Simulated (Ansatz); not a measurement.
**How far each method lies from UCCSDT(Q) for Cl–BH–Cl, triplet**

Geometry: a PBE0/def2-TZVP stationary point for this spin, not checked as a minimum. The singlet lies 5.0 eV lower here.

```xyz
4

Cl    0.0000   -0.0888    1.6590
B     0.0000    0.4243    0.0000
Cl    0.0000   -0.0888   -1.6590
H     0.0000    1.6986    0.0000
```

Basis cc-pVDZ; Ansatz 0.2.0. Only valence electrons are correlated (noble-gas cores frozen), which leaves 18 electrons in 44 orbitals. Prefix R: restricted or restricted open-shell reference; prefix U: unrestricted. Active spaces: valence = (14e, 11o, short of the full valence) chosen from the atoms' valence shells.

Full CI isn't at hand for all of this; UCCSDT(Q) serves as the reference, and is uncertain by about the last step of the cluster series. The frozen core follows each run's orbitals, which can shift R against U totals by a few meV.

For open shells CISD is restricted-active-space CI with the open shells as a complete middle space.

* UHF ⟨S²⟩: 2.021
* T1 diagnostic (RCCSD): 0.0374
* largest doubles amplitude (RCCSD): 0.037
* T1 diagnostic (UCCSD): 0.0291

| level | E − E(UCCSDT(Q)) (kJ/mol) | share of correlation (%) | wall time |
| --- | --- | --- | --- |
| RHF | 1059.9 | 0.00 | – |
| UHF | 1043.7 | 1.53 | – |
| RMP2 | 126.2 | 88.09 | – |
| UMP2 | 125.4 | 88.17 | – |
| CISD | 154.5 | 85.43 | 13 s |
| RCCSD | 36.4 | 96.56 | – |
| UCCSD | 35.9 | 96.61 | – |
| RCCSD(T) | 5.7 | 99.46 | 5.5 s |
| UCCSD(T) | 5.8 | 99.46 | 4.2 s |
| BCCD(T) | 5.5 | 99.48 | 6 s |
| RCCSDT | 2.8 | 99.74 | – |
| UCCSDT | 2.7 | 99.74 | – |
| RCCSDT(Q) | 0.3 | 99.97 | 3.9 min |
| CASSCF (valence space) | 899.3 | 15.15 | – |
| NEVPT2 (valence space) | 153.1 | 85.55 | 7 s |
| MRCISD (valence space) | 106.3 | 89.97 | – |
| MRCISD+Q (valence space) | 15.1 | 98.57 | 13 s |

The correlation energy at UCCSDT(Q), counted from RHF, is -10.986 eV. That run took 91 s on 1 thread of Arm Neoverse V2, shared host.

Times hold each run's SCF and search for its determinant on a shared host, so for small cases they say little of a method's own cost; they ran on 1 thread of Arm Neoverse V2.

Natural occupations of CASSCF (valence space) about the gap: 1.982 1.975 1.972 1.013 1.008 0.034 0.021 0.018; effectively unpaired electrons, Σ n²(2−n)², 2.01.
